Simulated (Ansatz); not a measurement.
**C₂H₃O radical (SMILES C[C]=O): single points off equilibrium**

An exercise on one series of results from a longer session: the logs are not shown, and one member is left open.

The runs use Ansatz 0.2.0, Gaussian basis; single points in def2-TZVPP.

Correlated methods freeze the cores. Orbitals are unrestricted.

## The starting structure

6 atoms, charge 0, spin multiplicity 2.

Atoms are counted from 1 here; the program's logs count them from 0.

Bond lengths: C1–C2 1.596 Å, C1–H4 1.013 Å, C1–H5 1.183 Å, C1–H6 1.049 Å, C2–O3 1.131 Å. Angles: C2–C1–H4 107.9°, C2–C1–H5 113.2°, C2–C1–H6 106.2°, H4–C1–H5 101.7°, H4–C1–H6 119.1°, H5–C1–H6 108.9°, C1–C2–O3 128.6°.

Coordinates:

```xyz
6

C    -0.1821    0.4271   -0.2524
C    -0.1493   -0.9723    0.5142
O     0.6997   -1.4348    1.1015
H    -0.7909    1.0506    0.2648
H     0.8482    1.0068   -0.2096
H    -0.4073    0.2082   -1.2537
```

The first run:

run/in.yaml reads:

```yaml
crystal:
  periodic: [false, false, false]
  atoms:
    - {symbol: C, position_ang: [-0.182100, 0.427100, -0.252400]}
    - {symbol: C, position_ang: [-0.149300, -0.972300, 0.514200]}
    - {symbol: O, position_ang: [0.699700, -1.434800, 1.101500]}
    - {symbol: H, position_ang: [-0.790900, 1.050600, 0.264800]}
    - {symbol: H, position_ang: [0.848200, 1.006800, -0.209600]}
    - {symbol: H, position_ang: [-0.407300, 0.208200, -1.253700]}
basis:
  gaussian: {orbitals: def2-TZVPP}
magnetization: {spin_polarized: true, initial_magnetization: 1}
correlation: {method: ccsd_t}
scf: {omitted_lower_state_checks: [cluster_reference]}
output: {forces: true}
```

The command line of these runs was not kept.

Steps of the session up to this table: CCSD(T)/def2-TZVPP; PBE0-D4/def2-TZVPP; wB97M-V/def2-TZVPP; r2SCAN-D4/def2-TZVPP; PBE-D4/def2-TZVPP; BLYP-D4/def2-TZVPP; r2SCANh-D4/def2-TZVPP.

One table of the session follows, with a row left open; its other results are not shown here.

```
    method  RMS force component (eV/Å)  angle to CCSD(T) forces (°)  dipole (D)
   CCSD(T)                       2.415                    reference        1.99
   PBE0-D4                       2.217                          6.6        2.11
   wB97M-V                       2.184                          5.2        2.12
 r2SCAN-D4                       2.287                          3.2        2.07
    PBE-D4                           ?                            ?           ?
   BLYP-D4                       2.455                          3.1        1.95
r2SCANh-D4                       2.205                          5.6        2.12
```

**Question.** Estimate the row for PBE-D4.

**Answer.** RMS force component (eV/Å): 2.497; angle to CCSD(T) forces (°): 3.2; dipole (D): 1.95. In the column «RMS force component (eV/Å)» it is the highest.
